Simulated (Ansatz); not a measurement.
`N[SiH2]P` + PH₃ → `PP` + `N[SiH3]` at 298.15 K and 1 bar (cleavage of the P–Si bond).

Calculated with Ansatz (gas phase, PBE0-D4/def2-TZVP geometries, no zero-point term in ΔE). CCSD(T)/CBS adds triple-zeta CCSD(T) − MP2 to the extrapolated MP2 energy (def2 sets, frozen cores). This one scheme is used for every species. One conformer a species, not always the lowest.

```json
{"species": "`N[SiH2]P`", "CCSD(T)/CBS energy (Eh)": "-688.35145", "H − E (kJ/mol)": "177.4", "S (J/(mol·K))": "322.4"}
{"species": "PH₃", "CCSD(T)/CBS energy (Eh)": "-342.72256", "H − E (kJ/mol)": "73.1", "S (J/(mol·K))": "210.2"}
{"species": "`PP`", "CCSD(T)/CBS energy (Eh)": "-684.26248", "H − E (kJ/mol)": "105.7", "S (J/(mol·K))": "273.8"}
{"species": "`N[SiH3]`", "CCSD(T)/CBS energy (Eh)": "-346.80422", "H − E (kJ/mol)": "145.7", "S (J/(mol·K))": "264.3"}
```

H − E and S are ideal-gas, rigid-rotor, harmonic terms from PBE0-D4/def2-TZVP, for one conformer and one mirror image of each species. 1 Eh = 2625.50 kJ/mol, R = 8.31446 J/(mol·K).

**Question.** By hand: ΔE, ΔH, ΔS and ΔG.

**Answer.** ΔE = (-684.26248) + (-346.80422) − (-688.35145) − (-342.72256) = 0.00731 Eh = 19.2 kJ/mol. Δ(H − E) = 105.7 + 145.7 − 177.4 − 73.1 = 0.9, so ΔH = 20.1 kJ/mol. ΔS = 273.8 + 264.3 − 322.4 − 210.2 = 5.5 J/(mol·K). ΔG = 20.1 − 298.15 × (5.5)/1000 = 18.5 kJ/mol.

**Question.** By hand: the equilibrium constant, and the temperature at which ΔG would vanish if ΔH and ΔS stayed fixed.

**Answer.** log₁₀ K = −ΔG/(RT ln 10) = -3.2. ΔG = 0 at ΔH/ΔS = 3655 K, far beyond where these terms or the molecules hold.

The number of gas molecules stays the same, so ΔS is small and ΔH decides. A doubt of 5 kJ/mol in ΔE shifts log₁₀ K by 0.9 here. Other conformers and mirror images would add mixing entropy, several J/(mol·K) or more a flexible species. These are equilibria of isolated gas molecules and say nothing of rates. Largest T1 diagnostic: 0.014 (customary marks: 0.02 for closed shells, 0.045 for open ones).
